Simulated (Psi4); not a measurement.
# One shape, several levels: BH2F (SMILES BF)

We compute a comparison of 3 runs (MP2/cc-pVTZ, CCSD/cc-pVTZ, CCSD(T)/cc-pVTZ) of BH2F. 

The results are computed with Psi4 1.11.

1 further run of the same task is left out (set aside as unsound or not needed).

### 1 Starting point

BH2F: 4 atoms, total charge 0, spin state singlet. As SMILES, `BF`. One bond was lengthened or shortened from a relaxed shape.

Bond lengths: B1–F2 1.317 Å, B1–H3 1.377 Å, B1–H4 1.198 Å. Angles: F2–B1–H3 117.8°, F2–B1–H4 117.8°, H3–B1–H4 124.4°.

### 2 A single-point energy at MP2/cc-pVTZ (run 1)

Contents of input.json:

```json
{
  "schema_name": "qcschema_input",
  "schema_version": 1,
  "molecule": {
    "schema_name": "qcschema_molecule",
    "schema_version": 2,
    "symbols": ["B", "F", "H", "H"],
    "geometry": [0.22774223, 0.1753458, -0.11972927, 2.28470912, -0.37777704, 1.16660731, -1.9133477, -1.22662123, 0.351867, 0.34396039, 1.86400506, -1.62168359],
    "molecular_charge": 0,
    "molecular_multiplicity": 1,
    "fix_symmetry": "c1"
  },
  "driver": "energy",
  "model": {
    "method": "mp2",
    "basis": "cc-pVTZ"
  },
  "keywords": {
    "reference": "rhf",
    "puream": true,
    "e_convergence": 1e-09,
    "d_convergence": 1e-08,
    "scf_type": "pk",
    "num_frozen_docc": 2,
    "mp2_type": "conv"
  }
}
```

Launch:

```
$ psi4 --qcschema input.json -n 1 --memory 1600MB
```

stdout:

```text
[...]
  Running in c1 symmetry.
[...]
  Nuclear repulsion =   26.723088008158992
[...]
  Multiplicity = 1
[...]
  Nalpha       = 8
  Nbeta        = 8
[...]
    Number of basis functions: 88
[...]
   @RHF iter   1:  -125.33725094983515   -8.40386e-01   2.97687e-03 ADIIS/DIIS
[...]
   @RHF iter  10:  -125.36094304129675   -1.17950e-12   1.95393e-09 DIIS
[...]
    Orbital Energies [Eh]
    ---------------------
    Doubly Occupied:
       1A    -26.315418     2A     -7.688226     3A     -1.627521
       4A     -0.797115     5A     -0.709282     6A     -0.681770
       7A     -0.614773     8A     -0.468439
[...]
  @RHF Final Energy:  -125.36094304129675
   => Energetics <=
    Nuclear Repulsion Energy =             26.7230880081589923
    One-Electron Energy =                -226.3629735298013088
    Two-Electron Energy =                  74.2789424803455773
    Total Energy =                       -125.3609430412967498
[...]
 Multipole Moments:
 ------------------------------------------------------------------------------------
     Multipole            Electronic (a.u.)      Nuclear  (a.u.)        Total (a.u.)
 ------------------------------------------------------------------------------------
 L = 1.  Multiply by 2.5417464519 to convert [e a0] to [Debye]
 Dipole X            :          1.7959043           -2.0178463           -0.2219421
 Dipole Y            :         -0.2650024            0.4146170            0.1496146
 Dipole Z            :          0.9236465           -1.1447548           -0.2211083
 Magnitude           :                                                    0.3471767
[...]
	SCS-MP2 Total Energy (a.u.)        :  -125.71934946517199
	SOS-MP2 Total Energy (a.u.)        :  -125.69187689618347
	SCSN-MP2 Total Energy (a.u.)       :  -125.50599820555605
[...]
	SOS-PI-MP2 Total Energy (a.u.)     :  -125.74703253866458
[...]
	MP2 Total Energy (a.u.)            :  -125.71913896066786
[...]
```

The result, in JSON:

```text
{
 "driver": "energy",
 "model": {
  "method": "mp2",
  "basis": "cc-pVTZ"
 },
 "success": true,
 "return_result": -125.71913896066786,
 "properties": {
  "calcinfo_nbasis": 88,
  "calcinfo_nmo": 88,
  "calcinfo_nalpha": 8,
  "calcinfo_nbeta": 8,
  "calcinfo_natom": 4,
  "nuclear_repulsion_energy": 26.723088008158992,
  "return_energy": -125.71913896066786,
  "scf_one_electron_energy": -226.3629735298013,
  "scf_two_electron_energy": 74.27894248034558,
  "scf_dipole_moment": [-0.2219420571760944, 0.1496146002291342, -0.22110830346887722],
  "scf_total_energy": -125.36094304129675,
  "scf_iterations": 10,
  "mp2_same_spin_correlation_energy": -0.08241770696551363,
  "mp2_opposite_spin_correlation_energy": -0.2757782124055978,
  "mp2_singles_energy": 0.0,
  "mp2_doubles_energy": -0.35819591937111145,
  "mp2_correlation_energy": -0.35819591937111284,
  "mp2_total_energy": -125.71913896066786
 }
}
```

Wall time 5.1 s (1 thread of Intel Xeon Platinum 8275CL at 3.00GHz (Skylake/Cascade Lake), shared host); peak memory 0.45 GiB.

### 3 A single-point energy at CCSD/cc-pVTZ (run 2)

Contents of job.py:

```python
import psi4

psi4.set_memory('1600 MB')
psi4.set_num_threads(1)
psi4.core.set_output_file('run.log', False)

molecule = psi4.geometry("""
B      0.120516     0.092789    -0.063358
F      1.209016    -0.199911     0.617342
H     -1.012500    -0.649100     0.186200
H      0.182016     0.986389    -0.858158
symmetry c1
""")

psi4.set_options({
    'basis': 'cc-pVTZ',
    'reference': 'rhf',
    'puream': True,
    'e_convergence': 1e-09,
    'd_convergence': 1e-08,
    'scf_type': 'pk',
    'num_frozen_docc': 2,
})

e, wfn = psi4.energy("ccsd", return_wfn=True)
print(f'ccsd energy: {e:.10f} Eh')
for k, v in sorted(psi4.core.scalar_variables().items()):
    print(f'{k:45s} {v:18.10f}')
```

Launch:

```
$ python job.py
```

run.log:

```text
[...]
  Running in c1 symmetry.
[...]
  Nuclear repulsion =   26.723088041691444
[...]
  Multiplicity = 1
[...]
  Nalpha       = 8
  Nbeta        = 8
[...]
    Number of basis functions: 88
[...]
   @RHF iter   1:  -125.33725094983978   -8.40386e-01   2.97687e-03 ADIIS/DIIS
[...]
   @RHF iter  10:  -125.36094304119108   -1.15108e-12   1.95393e-09 DIIS
[...]
    Orbital Energies [Eh]
    ---------------------
    Doubly Occupied:
       1A    -26.315418     2A     -7.688226     3A     -1.627521
       4A     -0.797115     5A     -0.709282     6A     -0.681770
       7A     -0.614773     8A     -0.468439
[...]
  @RHF Final Energy:  -125.36094304119108
   => Energetics <=
    Nuclear Repulsion Energy =             26.7230880416914438
    One-Electron Energy =                -226.3629735869492094
    Two-Electron Energy =                  74.2789425040666771
    Total Energy =                       -125.3609430411910779
[...]
 Multipole Moments:
 ------------------------------------------------------------------------------------
     Multipole            Electronic (a.u.)      Nuclear  (a.u.)        Total (a.u.)
 ------------------------------------------------------------------------------------
 L = 1.  Multiply by 2.5417464519 to convert [e a0] to [Debye]
 Dipole X            :          1.7959043           -2.0178463           -0.2219421
 Dipole Y            :         -0.2650025            0.4146171            0.1496146
 Dipole Z            :          0.9236465           -1.1447548           -0.2211083
 Magnitude           :                                                    0.3471767
[...]
      * MP2 total energy                      = -125.719138960482141
[...]
      * CCSD total energy                     = -125.733711747116971
```

The script printed:

```text
ccsd energy: -125.7337117471 Eh
CC D1 DIAGNOSTIC                                    0.0389309063
CC D2 DIAGNOSTIC                                    0.1508312806
CC NEW D1 DIAGNOSTIC                                0.0389309063
CC T1 DIAGNOSTIC                                    0.0134699047
CCSD CORRELATION ENERGY                            -0.3727687059
CCSD DOUBLES ENERGY                                -0.3727687059
CCSD ITERATIONS                                    14.0000000000
CCSD OPPOSITE-SPIN CORRELATION ENERGY              -0.2978572071
CCSD SAME-SPIN CORRELATION ENERGY                  -0.0749114988
CCSD SINGLES ENERGY                                 0.0000000000
CCSD TOTAL ENERGY                                -125.7337117471
CURRENT CORRELATION ENERGY                         -0.3727687059
CURRENT ENERGY                                   -125.7337117471
CURRENT REFERENCE ENERGY                         -125.3609430412
DD SOLVATION ENERGY                                 0.0000000000
HF KINETIC ENERGY                                 125.0999041315
HF POTENTIAL ENERGY                              -250.4608471727
HF TOTAL ENERGY                                  -125.3609430412
HF VIRIAL RATIO                                     2.0020866436
MP2 CORRELATION ENERGY                             -0.3581959193
MP2 DOUBLES ENERGY                                 -0.3581959193
MP2 OPPOSITE-SPIN CORRELATION ENERGY               -0.2757782123
MP2 SAME-SPIN CORRELATION ENERGY                   -0.0824177069
MP2 SINGLES ENERGY                                 -0.0000000000
MP2 TOTAL ENERGY                                 -125.7191389605
NUCLEAR REPULSION ENERGY                           26.7230880417
ONE-ELECTRON ENERGY                              -226.3629735869
PCM POLARIZATION ENERGY                             0.0000000000
PE ENERGY                                           0.0000000000
SCF ITERATION ENERGY                             -125.3609430412
SCF ITERATIONS                                     10.0000000000
SCF TOTAL ENERGY                                 -125.3609430412
TWO-ELECTRON ENERGY                                74.2789425041
```

It took 14 s on 1 thread of Intel Xeon Platinum 8275CL at 3.00GHz (Skylake/Cascade Lake), shared host; peak memory 0.85 GiB.

### 4 The energy at CCSD(T)/cc-pVTZ (run 3)

Contents of bfh2.xyz:

```xyz
4
BFH2
B      0.120516     0.092789    -0.063358
F      1.209016    -0.199911     0.617342
H     -1.012500    -0.649100     0.186200
H      0.182016     0.986389    -0.858158
```

Contents of bfh2_ase.py:

```python
import numpy as np
from ase.calculators.psi4 import Psi4
from ase.io import read

mol = read('bfh2.xyz')
calc = Psi4(atoms=mol, method='ccsd(t)', basis='cc-pVTZ', memory='1600MB', num_threads=1, charge=0, multiplicity=1, label='psi4-calc', reference='rhf')
calc.psi4.set_options({'puream': True, 'e_convergence': 1e-09, 'd_convergence': 1e-08, 'scf_type': 'pk', 'num_frozen_docc': 2})
mol.calc = calc

print(f'energy: {mol.get_potential_energy():.6f} eV')
```

Launch:

```
$ python bfh2_ase.py
```

psi4-calc.dat:

```text
[...]
  Running in c1 symmetry.
[...]
  Nuclear repulsion =   26.723088041691444
[...]
  Multiplicity = 1
[...]
  Nalpha       = 8
  Nbeta        = 8
[...]
    Number of basis functions: 88
[...]
   @RHF iter   1:  -125.33725094983974   -8.40386e-01   2.97687e-03 ADIIS/DIIS
[...]
   @RHF iter  10:  -125.36094304119099   -1.06581e-12   1.95393e-09 DIIS
[...]
    Orbital Energies [Eh]
    ---------------------
    Doubly Occupied:
       1A    -26.315418     2A     -7.688226     3A     -1.627521
       4A     -0.797115     5A     -0.709282     6A     -0.681770
       7A     -0.614773     8A     -0.468439
[...]
  @RHF Final Energy:  -125.36094304119099
   => Energetics <=
    Nuclear Repulsion Energy =             26.7230880416914438
    One-Electron Energy =                -226.3629735869488968
    Two-Electron Energy =                  74.2789425040664497
    Total Energy =                       -125.3609430411909926
[...]
 Multipole Moments:
 ------------------------------------------------------------------------------------
     Multipole            Electronic (a.u.)      Nuclear  (a.u.)        Total (a.u.)
 ------------------------------------------------------------------------------------
 L = 1.  Multiply by 2.5417464519 to convert [e a0] to [Debye]
 Dipole X            :          1.7959043           -2.0178463           -0.2219421
 Dipole Y            :         -0.2650025            0.4146171            0.1496146
 Dipole Z            :          0.9236465           -1.1447548           -0.2211083
 Magnitude           :                                                    0.3471767
[...]
      * MP2 total energy                      = -125.719138960482056
[...]
      * CCSD total energy                     = -125.733711747116871
[...]
      * CCSD(T) total energy                  = -125.744222353317284
```

The script printed:

```text
energy: -3421.674575 eV
```

It took 18 s on 1 thread of Intel Xeon Platinum 8275CL at 3.00GHz (Skylake/Cascade Lake), shared host; peak memory 0.88 GiB.

### 5 All runs side by side

```csv
run,level,mp2 type,energy (Eh),HOMO energy (eV),LUMO energy (eV),HOMO–LUMO gap (eV),wall time
1,MP2/cc-pVTZ,conv,-125.719139,-12.75,2.30,15.05,5.1 s
2,CCSD/cc-pVTZ,–,-125.733712,-12.75,2.30,15.05,14 s
3,CCSD(T)/cc-pVTZ,–,-125.744222,-12.75,2.30,15.05,18 s
```

### 6 Summary of results

| quantity | value |
| --- | --- |
| run 3: total energy | -125.74422 Eh |
| run 3: HOMO energy (Hartree–Fock orbitals) | -12.75 eV |
| run 3: LUMO energy (Hartree–Fock orbitals) | 2.30 eV |
| run 3: HOMO–LUMO gap (Hartree–Fock orbitals) | 15.05 eV |
| run 3: correlation energy (2 core orbitals frozen) | -383.3 mEh |
| run 3: (T) correction | -10.51 mEh |
| run 3: T1 diagnostic | 0.013 |

All runs together took 38 s, the longest 18 s.
